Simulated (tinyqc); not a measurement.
Inside a calculation. Method: CCSD on RHF in the sto-6g basis, frozen core, for H2O, spin multiplicity 1. One step of it, computed by the program tinyqc.

Question. Iteration 9 (converged): orbitals. Diagonalise F' = X^T F X, C = X C', fill 5 alpha and 5 beta electrons from the bottom; D = 2 C_occ C_occ^T. Each column has its largest component positive (the first on a tie).

converged F (hartree), lower triangle:
```
             1O 1s      1O 2s     1O 2px     1O 2py     1O 2pz      2H 1s      3H 1s
1O 1s   -20.521947
1O 2s    -4.965722  -2.332227
1O 2px    0.000000   0.000000  -0.401335
1O 2py   -0.001923  -0.020711   0.000000  -0.278894
1O 2pz   -0.027390  -0.110810   0.000000  -0.024585  -0.326808
2H 1s    -1.141139  -0.978320   0.000000  -0.368379  -0.397306  -0.561943
3H 1s    -0.917130  -0.837616   0.000000   0.339554  -0.368223  -0.365725  -0.453962
```

X, lower triangle:
```
            1O 1s      1O 2s    1O 2px     1O 2py     1O 2pz      2H 1s     3H 1s
1O 1s    1.022567
1O 2s   -0.135401   1.197811
1O 2px   0.000000   0.000000  1.000000
1O 2py  -0.001171   0.018874  0.000000   1.080637
1O 2pz  -0.008969   0.100780  0.000000   0.009315   1.057426
2H 1s    0.019499  -0.286411  0.000000  -0.204954  -0.160454   1.198958
3H 1s    0.017164  -0.223630  0.000000   0.178030  -0.131498  -0.094401  1.146477
```

Give: F' = X^T F X; orbital energies; coefficients C; D after iteration 9.

Answer.

F' = X^T F X (hartree), lower triangle:
```
          1        2        3        4        5        6        7
1  -20.1951
2   -2.5027  -1.2412
3    0.0000   0.0000  -0.4013
4   -0.0010   0.0122   0.0000  -0.0431
5   -0.0481   0.1158   0.0000  -0.0052  -0.1573
6   -0.1969  -0.4980   0.0000  -0.4351  -0.3621   0.0056
7   -0.1340  -0.4069   0.0000   0.4027  -0.3215  -0.1066  -0.0172
```

orbital energies (hartree): MO1 -20.5250, MO2 -1.2568, MO3 -0.5680, MO4 -0.4745, MO5 -0.4013, MO6 0.5275, MO7 0.6485

coefficients C:
```
            MO1      MO2      MO3      MO4     MO5      MO6      MO7
1O 1s    0.9968  -0.2235   0.0193   0.0957  0.0000   0.0954   0.0510
1O 2s    0.0150   0.8586  -0.1100  -0.5268  0.0000  -0.6502  -0.3819
1O 2px   0.0000   0.0000   0.0000   0.0000  1.0000   0.0000   0.0000
1O 2py   0.0004   0.0208   0.6251  -0.0718  0.0000   0.3760  -0.8392
1O 2pz   0.0030   0.1171   0.0889   0.7242  0.0000  -0.7100  -0.3483
2H 1s   -0.0036   0.1639   0.4692   0.2563  0.0000   0.3555   1.0759
3H 1s   -0.0028   0.1307  -0.4235   0.3725  0.0000   0.9621  -0.4021
```

D after iteration 9, lower triangle:
```
          1O 1s    1O 2s  1O 2px   1O 2py  1O 2pz    2H 1s   3H 1s
1O 1s    2.1061
1O 2s   -0.4590   2.0541
1O 2px   0.0000   0.0000  2.0000
1O 2py   0.0018  -0.0261  0.0000   0.7927
1O 2pz   0.0956  -0.5813  0.0000   0.0120  1.0921
2H 1s   -0.0133  -0.0920  0.0000   0.5566  0.4930   0.6254
3H 1s   -0.0092  -0.0749  0.0000  -0.5776  0.4948  -0.1636  0.6704
```
